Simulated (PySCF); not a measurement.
nitric oxide (NO), SMILES [N]=O, multiplicity 2. Coordinates come from a PBE0-D3(BJ)/def2-TZVPD optimisation.

Computed equilibrium geometry at PBE0-D3(BJ)/def2-TZVPD (PySCF confirms it by a frequency run) as Cartesian coordinates in Å, and its point group:
point group C∞v.
```xyz
2

N      0.0000     0.0000    -0.6079
O      0.0000     0.0000     0.5319
```
Charge 0, spin multiplicity 2.
